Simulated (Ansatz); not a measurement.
C$_{2}$H$_{3}$NO, SMILES `OC1=NC1`, 7 atoms. Charge 0, multiplicity 1. All runs use 2 threads of an Arm Neoverse V1 on a shared host. Correlated methods freeze the cores. Open-shell runs search over several starts.

(1) How many basis functions does each run have, and how long does it take in Ansatz? UKS ωB97X-V/def2-TZVPP energy of the cation; RHF-CCSD(T)/def2-SVP energy; UKS r2SCAN-D4/def2-TZVPP energy of the cation; RHF-MP2/def2-QZVPP energy; UHF-CCSD(T)/def2-TZVPP energy of the cation; UKS B3LYP-D4/def2-TZVPP energy of the cation; UHF-MP2/def2-QZVPP energy of the cation; RKS ωB97M-V/def2-QZVPP energy; RKS LC-ωPBE/def2-TZVPP energy; RKS PBE0-D4/def2-SVP energy; UKS PBE-D4/def2-TZVPP energy of the cation; RKS revPBE-D4/def2-TZVPP energy. (Estimate.)

Results:

(1) Computed: Other jobs shared the machine, so times are rough.

```json
{"level": "RKS PBE0-D4/def2-SVP", "job": "energy", "functions": "71", "wall time": "0.7 s", "peak host memory (GiB)": "0.12"}
{"level": "RKS revPBE-D4/def2-TZVPP", "job": "energy", "functions": "166", "wall time": "1.4 s", "peak host memory (GiB)": "0.15"}
{"level": "RHF-CCSD(T)/def2-SVP", "job": "energy", "functions": "71", "wall time": "1.4 s", "peak host memory (GiB)": "0.19"}
{"level": "RKS LC-ωPBE/def2-TZVPP", "job": "energy", "functions": "166", "wall time": "1.7 s", "peak host memory (GiB)": "0.19"}
{"level": "UKS PBE-D4/def2-TZVPP", "job": "energy of the cation", "functions": "166", "wall time": "7 s", "peak host memory (GiB)": "0.31"}
{"level": "UKS B3LYP-D4/def2-TZVPP", "job": "energy of the cation", "functions": "166", "wall time": "8 s", "peak host memory (GiB)": "0.45"}
{"level": "RKS ωB97M-V/def2-QZVPP", "job": "energy", "functions": "318", "wall time": "11 s", "peak host memory (GiB)": "0.9"}
{"level": "RHF-MP2/def2-QZVPP", "job": "energy", "functions": "318", "wall time": "11 s", "peak host memory (GiB)": "1.1"}
{"level": "UKS r2SCAN-D4/def2-TZVPP", "job": "energy of the cation", "functions": "166", "wall time": "15 s", "peak host memory (GiB)": "0.36"}
{"level": "UKS ωB97X-V/def2-TZVPP", "job": "energy of the cation", "functions": "166", "wall time": "31 s", "peak host memory (GiB)": "0.57"}
{"level": "UHF-MP2/def2-QZVPP", "job": "energy of the cation", "functions": "318", "wall time": "50 s", "peak host memory (GiB)": "1.2"}
{"level": "UHF-CCSD(T)/def2-TZVPP", "job": "energy of the cation", "functions": "166", "wall time": "2 min", "peak host memory (GiB)": "3.5"}
```

B3LYP here is the variant with VWN-RPA as its local correlation; programs differ in this. LC-ωPBE has ω = 0.4 bohr⁻¹.
